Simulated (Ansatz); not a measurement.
Task: a short molecular-dynamics run of CH₂, SMILES [CH2], with Ansatz 0.2.0, Python API. Give the script and its output. Use (for the species named): B3LYP, 6-31G basis, multiplicity 3.

```xyz
3

C    -0.0028    0.4270    0.0000
H    -0.9044   -0.2194    0.0000
H     0.9072   -0.2076    0.0000
```

`ch2_md.py`:
```python
"""A short Born-Oppenheimer trajectory of CH2."""

import ansatz as az
import numpy as np

GEOMETRY = """
C    -0.00280    0.42700    0.00000
H    -0.90440   -0.21940    0.00000
H     0.90720   -0.20760    0.00000
"""

geometry = az.Crystal.molecule()
for line in GEOMETRY.strip().splitlines():
    symbol, *xyz = line.split()
    geometry = geometry.atom(symbol, [float(v) for v in xyz])

calc = (
    geometry.calculation()
    .basis(gaussian="6-31G")
    .functional("b3lyp")
    .spin("collinear", total=2)
)
symbols = [site.symbol for site in geometry.cartesian_sites]
start = np.array([site.position_ang for site in geometry.cartesian_sites], dtype=float)
rep = calc.relax(force_tolerance=0.02, max_steps=100).run(threads=1, pin="off").report
end = np.array(rep["positions_ang"])
minimum = az.Crystal.molecule()
for symbol, place in zip(symbols, end):
    minimum = minimum.atom(symbol, place.tolist())

# dynamics from the relaxed geometry
calc = (
    minimum.calculation()
    .basis(gaussian="6-31G")
    .functional("b3lyp")
    .spin("collinear", total=2)
    .md("nve", timestep=0.5, steps=30, temperature=300, initial_velocities="maxwell_boltzmann", seed=3)
)
frames = []
res = calc.session().plan().execute(on_event=lambda e: frames.append(e["data"]) if e["event"] == "md_step" else None)
print("t (fs)   E_pot (eV)      E_kin (eV)   T (K)   d(0-1) (A)")
for f in frames[::2]:
    xyz = np.array(f["positions_ang"])
    print(f"{f['time_fs']:6.2f} {f['lagrangian_ev']:14.5f} {f['e_kin_ev']:10.5f} {f['temperature_k']:8.1f} {np.linalg.norm(xyz[0] - xyz[1]):9.4f}")
kept = np.array([f["conserved_ev"] for f in frames])
print(f"conserved energy moves by at most {1000 * np.ptp(kept):.3f} meV")
```

```console
$ python ch2_md.py
t (fs)   E_pot (eV)      E_kin (eV)   T (K)   d(0-1) (A)
  0.00    -1065.14785    0.03878    300.0    1.0828
  1.00    -1065.14650    0.03743    289.6    1.0823
  2.00    -1065.14242    0.03337    258.2    1.0821
  3.00    -1065.13645    0.02741    212.1    1.0818
  4.00    -1065.12955    0.02053    158.8    1.0813
  5.00    -1065.12269    0.01369    105.9    1.0805
  6.00    -1065.11671    0.00772     59.7    1.0795
  7.00    -1065.11223    0.00324     25.1    1.0784
  8.00    -1065.10964    0.00065      5.0    1.0775
  9.00    -1065.10914    0.00015      1.2    1.0770
 10.00    -1065.11078    0.00180     13.9    1.0770
 11.00    -1065.11449    0.00550     42.6    1.0777
 12.00    -1065.11994    0.01094     84.7    1.0787
 13.00    -1065.12655    0.01753    135.6    1.0800
 14.00    -1065.13348    0.02445    189.2    1.0813
 15.00    -1065.13983    0.03079    238.2    1.0825
conserved energy moves by at most 0.089 meV
```

Notes:
- These settings explore the input space; basis and method may be short of convergence.
- The trajectory is only some femtoseconds long, so its temperature is not equilibrated; where the script doesn't relax first, it starts from a rough generated geometry.
- The species is open-shell (spin multiplicity 3).
- b3lyp holds the VWN-RPA fit, as in Gaussian; the form of ORCA and Turbomole is b3lyp5.
- The temperature counts the internal degrees of freedom alone.
- Timing: 7.9 s on 1 thread of Arm Neoverse V2 (shared host), peak memory 0.16 GiB.

(Lines on the test bed's own set-up are left out of the output.)
